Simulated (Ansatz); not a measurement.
in.yaml

```yaml
crystal:
  periodic: [false, false, false]
  atoms:
    - {symbol: Al, position_ang: [0.000000, 0.000000, 0.674065]}
    - {symbol: F, position_ang: [0.000000, 0.000000, -0.994493]}
    - {symbol: H, position_ang: [0.000000, -1.900804, 0.350451]}
    - {symbol: H, position_ang: [0.000000, 1.900804, 0.350450]}
basis:
  gaussian: {orbitals: cc-pVDZ}
magnetization: {spin_polarized: false, initial_magnetization: 4}
correlation: {method: bccd_t, electrons: outside_noble_gas}
accuracy: high
output: {forces: true}
```

```sh
$ ansatz run in.yaml --threads 1 --pin off --events-out ev --progress --plain --max-ram 2393MiB
```

The program prints:

```
870 factors; integrals over basis functions are off by at most 3.3e-9 eV
mean field evaluation 1: about -9311.7193 eV, gradient 2.4e1 eV
mean field evaluation 2: about -9311.7712 eV, gradient 2.4e1 eV
mean field evaluation 4: about -9314.2028 eV, gradient 4.4e0 eV
mean field evaluation 8: about -9314.2952 eV, gradient 1.6e-1 eV
mean field evaluation 16: about -9314.2954 eV, gradient 1.7e-8 eV
mean field evaluation 32: about -9310.4984 eV, gradient 1.6e0 eV
mean field evaluation 64: about -9309.8196 eV, gradient 9.5e-2 eV
mean field -9314.29542805 eV, -342.2940435247 hartree, gradient 1.9e-8 eV, S^2 6.000000; 0 other end points of the search recorded, 0 dependent functions left out
6 core orbitals not correlated: weight in the atoms' cores, before any rotation towards them, 1.000 or more for the frozen orbitals, at most 0.000 for the correlated occupied ones
reference -9314.29542805 eV, -342.2940435247 hartree; 8, 4 occupied and 28, 32 virtual orbitals, 870 factors
second order -5.89959713 eV of doubles, -0.01285777 eV of singles
cycle   1  -5.87503895 eV  change    3.8e-2 eV  update   7.5e-2
cycle   2  -6.03411468 eV  change   -1.6e-1 eV  update   2.8e-2
cycle   3  -6.09510288 eV  change   -6.1e-2 eV  update   2.3e-2
...
cycle  15  -6.07866500 eV  change    2.4e-7 eV  update   5.3e-7
cycle  16  -6.07866507 eV  change   -6.4e-8 eV  update   1.6e-7
cycle  17  -6.07866506 eV  change    9.9e-9 eV  update   7.2e-8
cycle  18  -6.07866503 eV  change    2.2e-8 eV  update   3.4e-8
cycle  19  -6.07866500 eV  change    3.1e-8 eV  update   1.7e-8
cycle  20  -6.07866477 eV  change    2.4e-7 eV  update   5.3e-8
cycle  21  -6.07866480 eV  change   -3.1e-8 eV  update   1.6e-8
cycle  22  -6.07866479 eV  change    5.5e-9 eV  update   4.9e-9
cycle  23  -6.07866479 eV  change  -6.4e-10 eV  update   1.9e-9
cycle  24  -6.07866479 eV  change  -1.3e-10 eV  update  9.0e-10
perturbative correction -0.13844250 eV, -0.0050876682 hartree
the calculation of the forces begins
Total energy: -9320.51253535 eV, -342.5225180038 hartree
Atom 0 at     0.000000     0.000000     0.674065 Å, force    -0.000000    -0.000000     2.546316 eV/Å
Atom 1 at     0.000000     0.000000    -0.994493 Å, force     0.000000    -0.000000    -1.739580 eV/Å
Atom 2 at     0.000000    -1.900804     0.350451 Å, force    -0.000000    -1.143751    -0.403368 eV/Å
Atom 3 at     0.000000     1.900804     0.350450 Å, force     0.000000     1.143751    -0.403368 eV/Å
Dipole moment:     0.000000     0.000000     0.255298 e Å
```

Forces (eV/Å):
```
Al   0.000  0.000  2.546
F    0.000  0.000 -1.740
H    0.000 -1.144 -0.403
H    0.000  1.144 -0.403
```

Ran on 1 thread of Arm Neoverse V2, shared host: 9.5 s wall, 0.26 GiB peak host memory.
